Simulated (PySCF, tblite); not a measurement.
## alane and phosphine

A gas-phase complex of alane and phosphine; neutral, singlet. The structure comes from a short search (6 tight-binding starts) and was relaxed by PBE0-D3(BJ)/def2-TZVPD; another way of binding may lie lower. Frequencies by PBE0-D3(BJ)/def2-TZVPD show no clear imaginary mode.

Parts: 1 = alane ([AlH3]), atoms 1–4; 2 = phosphine (P), atoms 5–8.

```xyz
8

Al   -0.049   -0.173    0.088
H    -0.524   -0.531   -1.396
H    -0.892    0.895    0.926
H     1.481   -0.419    0.482
P    -0.975   -2.221    1.207
H    -0.527   -3.490    0.788
H    -2.363   -2.461    1.157
H    -0.785   -2.379    2.595
```
Atom numbers follow the order of the file, from 1.

Contacts between parts, classed by geometry: Al1···P5 2.511 Å (bond).

The parts are joined by the bond Al1–P5, so these are energies of forming such bonds; deforming the relaxed parts to their shape in the adduct costs 3.4 kcal/mol, which the interaction energies leave out.

Interaction energies are complex less parts, with the parts frozen as they stand in it; counterpoise-corrected, in kcal/mol (PySCF). The CCSD(T) estimate is Hartree-Fock/aug-cc-pVQZ, plus the MP2 correlation part extrapolated as X⁻³ from aug-cc-pVTZ and aug-cc-pVQZ, plus CCSD(T) less MP2 in aug-cc-pVDZ; noble-gas cores are frozen. It isn't the exact limit.

| level | interaction | superposition error removed |
| --- | --- | --- |
| Hartree-Fock/aug-cc-pVQZ | -13.70 | - |
| wB97M-D3(BJ)/def2-TZVPD | -17.89 | -0.15 |
| PBE0-D3(BJ)/def2-TZVPD | -21.37 | -0.12 |
| MP2/aug-cc-pVQZ | -18.47 | -0.31 |

(1) What does CCSD(T) at its estimated basis limit give, and which of these levels comes nearest?

(2) What holds them together? Decompose the wB97M-D3(BJ)/def2-TZVPD energy: frozen parts, their antisymmetrised product, then relaxation.

The parts were also relaxed and run alone, at the levels used for the complex: shieldings by PBE0/pcSseg-2; core levels by delta-SCF with SCAN, pcX-2 on the ionised atom and pcseg-1 elsewhere, spin-free X2C (2p3/2 is the spin-free 2p value less a third of a first-order spin-orbit splitting).

Values alone: shielding of Al1 (ppm): 277.7; shielding of P5 (ppm): 580.8; Al1 2p3/2 core level (eV): 81.02; P5 2p3/2 core level (eV): 137.07.

(3) How do these values change when the complex forms?

(4) What are the binding energy from relaxed parts (wB97M-D3(BJ)/def2-TZVPD), and ΔH and ΔG of association at 298.15 K and 1 atm?

Answers

(1) -18.26 kcal/mol. MP2/aug-cc-pVQZ is nearest, off by -0.22; the errors are Hartree-Fock/aug-cc-pVQZ +4.55, wB97M-D3(BJ)/def2-TZVPD +0.36, PBE0-D3(BJ)/def2-TZVPD -3.12, MP2/aug-cc-pVQZ -0.22.

(2) electrostatic -34.5, Pauli repulsion +45.5, orbital relaxation -27.5, dispersion correction -1.6 kcal/mol, which sum to the value before the counterpoise correction; the Pauli term holds the exchange-correlation of the frozen density too. Of the attraction, 54 % is electrostatic, 43 % is orbital relaxation, 2 % is dispersion correction.

(3) 
```tsv
property	alone	in the complex	change
shielding of Al1 (ppm)	277.7	453.8	+176.1
shielding of P5 (ppm)	580.8	509.3	-71.5
Al1 2p3/2 core level (eV)	81.02	79.12	-1.90
P5 2p3/2 core level (eV)	137.07	138.22	+1.15
```

(4) -14.48 kcal/mol, -11.96 with zero-point energy; ΔH -12.7 and ΔG -3.9 kcal/mol, from harmonic vibrations by PBE0-D3(BJ)/def2-TZVPD with low modes damped.

The 6 runs behind this took 3.7 min in all, one thread each of AMD EPYC 9R45 96-Core on a shared host, launched as `OMP_NUM_THREADS=1 python cluster_run.py task.json out`.
